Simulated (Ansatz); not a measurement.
# Al₂H₄O: one structure at several levels

Aim: energy, forces and dipole at a structure displaced at random from a GFN2-xTB minimum, from CCSD(T) and from density functionals.

Computed with Ansatz 0.2.0, Gaussian basis. Level: single points in def2-TZVPP.

Correlated methods freeze the cores.

## 1. Where the work starts

SMILES `[OH][AlH][AlH2]`, 7 atoms, charge 0, spin multiplicity 1.

Atoms are counted from 1 here; the program's logs count them from 0.

Bond lengths: O1–Al2 1.644 Å, O1–H4 0.973 Å, Al2–Al3 2.492 Å, Al2–H5 1.627 Å, Al3–H6 1.566 Å, Al3–H7 1.633 Å. Angles: Al2–O1–H4 170.7°, O1–Al2–Al3 153.1°, O1–Al2–H5 120.2°, Al3–Al2–H5 86.6°, Al2–Al3–H6 146.9°, Al2–Al3–H7 92.7°, H6–Al3–H7 120.4°.

Geometry (Å):

```mol
Al2H4O
  3D, bonds by distance, orders not assigned

  7  6  0  0  0  0  0  0  0  0999 V2000
   -1.7788   -1.0523   -1.1336 O   0  0
   -0.5531   -0.1809   -0.4690 Al  0  0
    1.2858    0.1710    1.1750 Al  0  0
   -2.4342   -1.5375   -1.6650 H   0  0
   -0.2516    1.3321   -0.9859 H   0  0
    2.1113   -0.4223    2.3657 H   0  0
    1.6085    1.6685    0.6102 H   0  0
  1  2  8  0
  1  4  8  0
  2  3  8  0
  2  5  8  0
  3  6  8  0
  3  7  8  0
M  END
```

## 2. CCSD(T)/def2-TZVPP

Contents of run/in.yaml:

```yaml
crystal:
  periodic: [false, false, false]
  atoms:
    - {symbol: O, position_ang: [-1.778800, -1.052300, -1.133600]}
    - {symbol: Al, position_ang: [-0.553100, -0.180900, -0.469000]}
    - {symbol: Al, position_ang: [1.285800, 0.171000, 1.175000]}
    - {symbol: H, position_ang: [-2.434200, -1.537500, -1.665000]}
    - {symbol: H, position_ang: [-0.251600, 1.332100, -0.985900]}
    - {symbol: H, position_ang: [2.111300, -0.422300, 2.365700]}
    - {symbol: H, position_ang: [1.608500, 1.668500, 0.610200]}
basis:
  gaussian: {orbitals: def2-TZVPP}
correlation: {method: ccsd_t}
output: {forces: true}
```

The command line of these runs was not kept.

## 3. PBE0-D4/def2-TZVPP

Edit run/in.yaml of step 2 so:

```diff
@@ -12,3 +12,3 @@
   gaussian: {orbitals: def2-TZVPP}
-correlation: {method: ccsd_t}
-output: {forces: true}
+hamiltonian: {xc: pbe0, dispersion: d4}
+output: {forces: true, orbitals: {seedname: orbitals}}
```

## 4. wB97M-V/def2-TZVPP

Edit run/in.yaml of step 3 so:

```diff
@@ -12,3 +12,3 @@
   gaussian: {orbitals: def2-TZVPP}
-hamiltonian: {xc: pbe0, dispersion: d4}
-output: {forces: true, orbitals: {seedname: orbitals}}
+hamiltonian: {xc: {name: wB97M-V}}
+output: {forces: true}
```

## 5. r2SCAN-D4/def2-TZVPP

Edit run/in.yaml of step 4 so:

```diff
@@ -12,3 +12,3 @@
   gaussian: {orbitals: def2-TZVPP}
-hamiltonian: {xc: {name: wB97M-V}}
+hamiltonian: {xc: r2scan, dispersion: d4}
 output: {forces: true}
```

## 6. PBE-D4/def2-TZVPP

Edit run/in.yaml of step 5 so:

```diff
@@ -12,3 +12,3 @@
   gaussian: {orbitals: def2-TZVPP}
-hamiltonian: {xc: r2scan, dispersion: d4}
+hamiltonian: {xc: pbe, dispersion: d4}
 output: {forces: true}
```

## 7. BLYP-D4/def2-TZVPP

Edit run/in.yaml of step 6 so:

```diff
@@ -12,3 +12,3 @@
   gaussian: {orbitals: def2-TZVPP}
-hamiltonian: {xc: pbe, dispersion: d4}
+hamiltonian: {xc: {name: BLYP}, dispersion: d4}
 output: {forces: true}
```

## 8. SPW92/def2-TZVPP

Edit run/in.yaml of step 7 so:

```diff
@@ -12,3 +12,3 @@
   gaussian: {orbitals: def2-TZVPP}
-hamiltonian: {xc: {name: BLYP}, dispersion: d4}
+hamiltonian: {xc: lda}
 output: {forces: true}
```

(Steps that only read results are left out.)

What does the calculation give? Wanted: energy less free atoms, CCSD(T)/def2-TZVPP; RMS force component; RMS force error; HOMO and LUMO, PBE0-D4; T1 diagnostic.

The runs gave:

```
                                  quantity                                                                                         value
energy less free atoms, CCSD(T)/def2-TZVPP                                                                                -1826.6 kJ/mol
                       RMS force component                                                          0.403 to 0.658 eV/Å over the methods
                           RMS force error  PBE0-D4 0.060, wB97M-V 0.061, r2SCAN-D4 0.057, PBE-D4 0.171, BLYP-D4 0.172, SPW92 0.283 eV/Å
                    HOMO and LUMO, PBE0-D4                                                                            -6.38 and -2.61 eV
                             T1 diagnostic                                                                                         0.012
```

Against CCSD(T) the functionals' energies less atoms differ by -271.8 to -2.0 kJ/mol, PBE-D4 by -27.0 kJ/mol. The reference is not at the basis limit: in triple zeta CCSD(T) underbinds, which counts against methods that bind more; the gaps are no ranking. On forces the order runs from r2SCAN-D4 to SPW92. Frozen-core CCSD(T) forces in triple zeta carry basis errors of their own, and this is one geometry, so small gaps rank nothing.
